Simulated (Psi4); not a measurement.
Reaction (SMILES): [Si-]#[O+] (O-Si) + 3 [H][H] (H2) → O (H2O) + [SiH4] (SiH4)
B3LYP-D3(BJ)/def2-TZVP geometries, fixed; electronic energies without zero-point terms.

How fast the energy of full hydrogenation converges with the basis for several methods (Psi4): deviation from each method's own reference, in kcal/mol. References: B3LYP -36.52 kcal/mol, the value in aug-cc-pV(Q+d)Z; HF -50.40 kcal/mol, the value in aug-cc-pV(Q+d)Z; MP2 -35.11 kcal/mol, Hartree-Fock in aug-cc-pV(Q+d)Z plus the correlation part extrapolated as X^-3 from aug-cc-pV(T+d)Z and aug-cc-pV(Q+d)Z; PBE -38.00 kcal/mol, the value in aug-cc-pV(Q+d)Z. All functions are spherical. Density fitting with the program's default auxiliary sets. In correlated methods cores are frozen. Psi4's default fitting sets serve the pcseg sets less well. No added dispersion term, no relativity. 

```tsv
basis	functions	B3LYP	HF	MP2	PBE
3-21G	22	19.79	13.53	39.57	20.62
6-31G	22	5.79	2.29	26.63	5.54
def2-SVP	38	-4.09	-7.76	-1.62	-2.59
cc-pV(D+d)Z	43	-1.27	-6.07	0.02	0.11
6-311G**	50	0.51	-3.92	1.55	1.73
aug-cc-pV(D+d)Z	68	-8.95	-7.68	-4.63	-8.47
6-311++G(2d,2p)	75	-0.72	-1.52	1.81	-0.82
6-311++G(3df,3pd)	119	-0.95	-1.13	-1.62	-0.87
cc-pV(Q+d)Z	184	1.29	0.46	0.86	1.63
pcseg-3	196	0.54	0.39	0.83	0.59
def2-QZVPPD	208	0.34	0.07	-0.10	0.37
aug-cc-pV(Q+d)Z	273	0.00	0.00	0.32	0.00
```

Mean absolute deviation over 6-311G**, 6-311++G(2d,2p), 6-311++G(3df,3pd): B3LYP 0.73, PBE 1.14, MP2 1.66, HF 2.19 kcal/mol.
